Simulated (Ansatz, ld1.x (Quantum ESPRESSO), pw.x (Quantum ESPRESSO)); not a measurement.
carbon: one change to the ultrasoft potential, in the atom and in the bcc crystal

* Element: carbon (C)
* Generator: ld1.x (Quantum ESPRESSO) 7.5
* Type: ultrasoft
* Functional: LDA (PW92)
* Relativity: scalar-relativistic
* Frozen core: [He]
* Valence charge: 4
* Reference configuration: 2s2 2p2
* Partial waves: 2s (bound): rcut 0.95, rcutus 1.20 bohr; 2s channel at 2.4 Ry: rcut 0.95, rcutus 1.20 bohr; 2p (bound): rcut 2.40, rcutus 3.30 bohr; 2p channel at 2.1 Ry: rcut 2.40, rcutus 3.30 bohr; 3d channel at 0.1 Ry: rcut 2.35, rcutus 2.75 bohr
* Local potential: all-electron potential smoothed inside 2.35 bohr (lloc = -1)
* Core correction: none
* Augmentation charge: PSQ, radius 1.05 bohr

Change: waves 2s (bound): rcut 0.95, rcutus 1.46 bohr; 2s channel at 2.4 Ry: rcut 0.95, rcutus 1.46 bohr.

Cutoffs, loose and tight: the cutoffs (Ry, on a coarse ladder) from which the occupation-weighted sum of valence levels, in a spherical-Bessel basis at the reference potential, stays within 10 and 1 mRy of its value at 400 Ry. They do not see the model core or the augmentation charge, which bear on the density cutoff. Test errors are all-electron minus pseudo excitation energies from the reference, over the configurations 2s2 2p1; 2s2 2p0; 2s1 2p0; 2s1 2p3; 2s2 2p1.5; 2s2 2p2.3; 2s0 2p4 (two spin-polarised tests are not counted in the largest error); variants that change the core or the reference have their own tests.

Crystal test: bcc C in pw.x 7.5, no spin, 18³ k-points, Fermi–Dirac smearing 0.01 Ry, cutoffs set for each file from its atomic test. The reference is all-electron LAPW (Ansatz 0.2.0) with the same functional, mesh and smearing; V0 and B0 come from Birch–Murnaghan fits to the pressures at five volumes. Errors are pseudo minus all-electron; Δ is the rms difference of the E(V) curves that follow from these fits, minima aligned, over ±6 % about the mean V0. Mesh and smearing are coarse, so the numbers serve the comparison and aren't converged zero-temperature values; the lattice is a test structure that the element need not adopt.

All-electron: a0 = 2.329 Å (V0 = 6.32 Å³/atom), B0 = 221.9 GPa.

Task: Does the change bring the crystal closer to the all-electron result?

Result: The mean pressure error goes from +77.05 to +77.31 GPa, a small move against the size of the error. Neither pressure curve crosses zero within the volumes sampled, so no fits are given.

| quantity | base | changed |
| --- | --- | --- |
| outcome (atom) | generated | generated |
| cutoff, loose (atom) | 8 Ry | 10 Ry |
| cutoff, tight (atom) | 21 Ry | 18 Ry |
| bound ghosts (atom) | none | none |
| largest test error (meV) (atom) | +74 over the solved tests; 1 of 9 tests not solved or not reliable | +75 over the solved tests; 1 of 9 tests not solved or not reliable |
| cutoffs in pw.x (Ry) | 40/520 | 40/520 |
| mean pressure error (GPa) | +77.05 | +77.31 |

Base: The largest radius (3.30 bohr) exceeds half the bond length (1.89 bohr), so the spheres overlap, which is one possible source of error among others. This is a poor potential for the solid. Atomic configuration tests: 1 of 9 tests not solved or not reliable. Changed file: The largest radius (3.30 bohr) exceeds half the bond length (1.89 bohr), so the spheres overlap, which is one possible source of error among others. This is a poor potential for the solid. Atomic configuration tests: 1 of 9 tests not solved or not reliable. The atomic cutoffs weigh occupied waves only.
